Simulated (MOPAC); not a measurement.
MOPAC input (PM7):

```
PM7 PRECISE GNORM=0.05 LET XYZ GEO-OK AUX(PRECISION=9) THREADS=1
CHCl3

C    -0.00768397 1    0.00047609 1    0.45577993 1
H    -0.02591434 1    0.00160561 1    1.53712694 1
Cl    0.01488659 1    1.69164517 1   -0.08530085 1
Cl    1.45955078 1   -0.85759891 1   -0.05828251 1
Cl   -1.47020100 1   -0.83430874 1   -0.10769937 1
```

From the output:

```
                                                       MOPAC v23.2.5 Linux

          FINAL HEAT OF FORMATION =        -19.91655 KCAL/MOL =     -83.33083 KJ/MOL

          COSMO AREA              =        115.57 SQUARE ANGSTROMS
          COSMO VOLUME            =        103.88 CUBIC ANGSTROMS

          GRADIENT NORM           =          0.03270          =       0.01462 PER ATOM
          IONIZATION POTENTIAL    =         11.621773 EV
          HOMO LUMO ENERGIES (EV) =        -11.622 -0.570
          NO. OF FILLED LEVELS    =         13
          MOLECULAR WEIGHT        =        119.3779         POINT GROUP:  C3v

          MOLECULAR DIMENSIONS (Angstroms)

            Atom       Atom       Distance
           Cl     5   Cl     4     2.86373
           Cl     3   Cl     4     2.48006
            H     2   Cl     5     1.69853

          SCF CALCULATIONS        =          7

   ATOM   CHEMICAL          X               Y               Z
  NUMBER   SYMBOL      (ANGSTROMS)     (ANGSTROMS)     (ANGSTROMS)

     1       C         -0.00836760  *   0.00051844  *   0.49633019  *
     2       H         -0.02702421  *   0.00167438  *   1.60295971  *
     3      Cl          0.01477566  *   1.65322169  *  -0.09683337  *
     4      Cl          1.42663824  *  -0.83814089  *  -0.07042849  *
     5      Cl         -1.43659249  *  -0.81537953  *  -0.11872333  *

                             CARTESIAN COORDINATES

   1    C       -0.008367604     0.000518444     0.496330188
   2    H       -0.027024212     0.001674377     1.602959711
   3   Cl        0.014775662     1.653221692    -0.096833374
   4   Cl        1.426638243    -0.838140890    -0.070428494
   5   Cl       -1.436592488    -0.815379530    -0.118723327

           Empirical Formula: C H Cl3  =     5 atoms

      MOLECULAR POINT GROUP   :   C3v

                  EIGENVALUES
 -29.29043 -26.00608 -26.00608 -21.69081 -16.57717 -15.69791 -15.69791 -12.22177
 -12.22177 -11.75942 -11.75942 -11.74746 -11.62177  -0.56998  -0.28840  -0.28840
   3.55014  67.52502  67.52502  67.78441  67.80822  67.80822  68.33727  68.69888
  68.69888  68.94705  68.94705  69.20733  69.64729  69.64729  69.68675  70.22200

              NET ATOMIC CHARGES AND DIPOLE CONTRIBUTIONS

  ATOM NO.   TYPE          CHARGE      No. of ELECS.   s-Pop       p-Pop       d-Pop
    1          C          -0.007028        4.0070     1.19165     2.81538
    2          H           0.189102        0.8109     0.81090
    3         Cl          -0.060691        7.0607     1.98597     5.06936     0.00537
    4         Cl          -0.060691        7.0607     1.98597     5.06936     0.00537
    5         Cl          -0.060691        7.0607     1.98597     5.06936     0.00537
 DIPOLE           X         Y         Z       TOTAL
 POINT-CHG.    -0.026     0.002     1.523     1.523
 HYBRID        -0.000     0.000     0.012     0.012
 SUM           -0.026     0.002     1.534     1.535

          ATOMIC ORBITAL ELECTRON POPULATIONS

     Atom    s        px        py        pz      x^2-y^2     xz        z^2       yz        xy
    1  C   1.19165   0.87490   0.87485   1.06564
    2  H   0.81090
    3 Cl   1.98597   1.97351   1.19944   1.89640   0.00201   0.00016   0.00062   0.00166   0.00092
    4 Cl   1.98597   1.39036   1.77431   1.90469   0.00119   0.00124   0.00063   0.00053   0.00177
    5 Cl   1.98597   1.39514   1.78499   1.88923   0.00119   0.00132   0.00062   0.00054   0.00171

 **********************
 *                    *
 * JOB ENDED NORMALLY *
 *                    *
 **********************

 == MOPAC DONE ==
```

The geometry given is a B3LYP-D3(BJ)/def2-TZVP minimum.
